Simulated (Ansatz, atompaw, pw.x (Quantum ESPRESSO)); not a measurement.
# What a changed setting does to a pw.x run (fcc Os)

Potential: PAW, atompaw 4.2.0.5, LDA (PW92); core [Kr] 4d10 4f14, reference 5s2 5p6 5d6 6s2 6p0; waves: 5s (bound): rc 1.70 bohr; 6s (bound): rc 1.45 bohr; 5p (bound): rc 2.10 bohr; 6p (bound, empty): rc 2.40 bohr; 5d (bound): rc 2.40 bohr; 5d channel at 1.2 Ry: rc 2.40 bohr; local part: troulliermartins scheme with l = 3 at 0 Ry, radius 2.25 bohr; core correction: smooth core density matched at 2.25 bohr; augmentation: besselshape compensation charge, radius 1.95 bohr; PAW radius 2.40 bohr; waves and projectors: custom polynom gramschmidtortho.

The reference run (k-mesh 15³, cutoffs 55/550 Ry, Fermi–Dirac 0.01 Ry, mixing_beta 0.4, conv_thr 1e-9, no spin) gives -0.24 GPa at 13.735 Å³/atom, where all-electron LAPW gives 0.40 GPa. This run, with its own iteration cap, changes tot_charge to 3, a wrong or extreme entry chosen on purpose.

```
&control
  calculation='scf', prefix='x', pseudo_dir='./', outdir='./tmp', tstress=.true., disk_io='none'
/
&system
  ibrav=0, nat=1, ntyp=1, ecutwfc=55, ecutrho=550, nbnd=16,
  occupations='smearing', smearing='fd', degauss=0.01, tot_charge=3
/
&electrons
  conv_thr=1e-09, mixing_beta=0.4, electron_maxstep=70
/
ATOMIC_SPECIES
Os 1.0 Os.UPF
CELL_PARAMETERS angstrom
  0.00000000 1.90078453 1.90078453
  1.90078453 0.00000000 1.90078453
  1.90078453 1.90078453 0.00000000
ATOMIC_POSITIONS crystal
Os 0.0000 0.0000 0.0000
K_POINTS automatic
15 15 15 0 0 0
```

```bash
pw.x < Os.scf.in > Os.scf.out
```

How does the run end?

It converges in 13 iterations; the free energy moves by -71.47 eV/atom and the pressure by -1031.16 GPa. The cell is charged against a uniform background, so energy and pressure depend on the zero of the potential and are not those of the crystal.

```
Message from routine setup:
     using ibrav=0 with symmetry is DISCOURAGED, use correct ibrav instead
     lattice parameter (alat)  =       5.0798  a.u.
     unit-cell volume          =      92.6884 (a.u.)^3
     number of electrons       =        13.00
     number of Kohn-Sham states=           16
     kinetic-energy cutoff     =      55.0000  Ry
     charge density cutoff     =     550.0000  Ry
     scf convergence threshold =      1.0E-09
     Exchange-correlation= SLA PW NOGX NOGC
     number of k points=   120  Fermi-Dirac smearing, width (Ry)=  0.0100
     iteration #  1     ecut=    55.00 Ry     beta= 0.40
     total energy              =    -818.78968882 Ry
     estimated scf accuracy    <       2.05886712 Ry
     iteration #  2     ecut=    55.00 Ry     beta= 0.40
     total energy              =    -819.03543738 Ry
     estimated scf accuracy    <       0.07504197 Ry
     iteration #  3     ecut=    55.00 Ry     beta= 0.40
     total energy              =    -819.09037166 Ry
     estimated scf accuracy    <       0.00891859 Ry
     iteration #  4     ecut=    55.00 Ry     beta= 0.40
     total energy              =    -819.09990445 Ry
     estimated scf accuracy    <       0.00752098 Ry
     iteration #  5     ecut=    55.00 Ry     beta= 0.40
     total energy              =    -819.12685441 Ry
     estimated scf accuracy    <       0.00289954 Ry
     iteration #  6     ecut=    55.00 Ry     beta= 0.40
     total energy              =    -819.12918572 Ry
     estimated scf accuracy    <       0.00060069 Ry
     iteration #  7     ecut=    55.00 Ry     beta= 0.40
     total energy              =    -819.12897321 Ry
     estimated scf accuracy    <       0.00043953 Ry
     iteration #  8     ecut=    55.00 Ry     beta= 0.40
     total energy              =    -819.12902822 Ry
     estimated scf accuracy    <       0.00000641 Ry
     iteration #  9     ecut=    55.00 Ry     beta= 0.40
     total energy              =    -819.12902442 Ry
     estimated scf accuracy    <       0.00001186 Ry
     iteration # 10     ecut=    55.00 Ry     beta= 0.40
     total energy              =    -819.12902583 Ry
     estimated scf accuracy    <       0.00000691 Ry
     iteration # 11     ecut=    55.00 Ry     beta= 0.40
     total energy              =    -819.12902640 Ry
     estimated scf accuracy    <       0.00000046 Ry
     iteration # 12     ecut=    55.00 Ry     beta= 0.40
     total energy              =    -819.12902648 Ry
     estimated scf accuracy    <          2.5E-09 Ry
     iteration # 13     ecut=    55.00 Ry     beta= 0.40
     the Fermi energy is    22.6921 ev
!    total energy              =    -819.12902648 Ry
     estimated scf accuracy    <          5.3E-10 Ry
     smearing contrib. (-TS)   =      -0.00783240 Ry
     convergence has been achieved in  13 iterations
          total   stress  (Ry/bohr**3)                   (kbar)     P=   -10314.01
     Message from routine punch:
     Nothing written, as per user request (disk_io='none')
```

The run took about 16 s on one core of a shared host (AMD EPYC 9R45 96-Core Processor, 96 threads, 376 GiB, load 70).
